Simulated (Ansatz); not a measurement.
# Ag (P6₃/mmc, No. 194, 2 atoms in the cell; start mp-10597; another form than the element's usual one)

Computed with LDA in Ansatz (plane waves, PAW).

Settings: plane-wave cutoff 500 eV, 30×30×16 k mesh (along the axes of the cell as run), Fermi–Dirac smearing 0.1 eV, no spin polarisation, scalar-relativistic PAW data made under PBE.

Cell (relaxed at this level):

```
Ag
1.0
    2.82340     0.00000     0.00000
   -1.41170     2.44513     0.00000
    0.00000     0.00000     4.64626
Ag
2
Direct
  0.33333   0.66667   0.25000
  0.66667   0.33333   0.75000
```

| Item | Value |
|---|---|
| band gap | none |

Note: the relaxation could not lower the start's symmetry, so the cell can be a saddle point above a distorted one.

Spin–orbit coupling is not included.

The computed numbers hold no vibrational or temperature effects.

Computing time: around 2.5 core-minutes (rough).

A start named mp-… is a Materials Project structure, which need not be a measured phase.

Ansatz is a program for electronic structure.
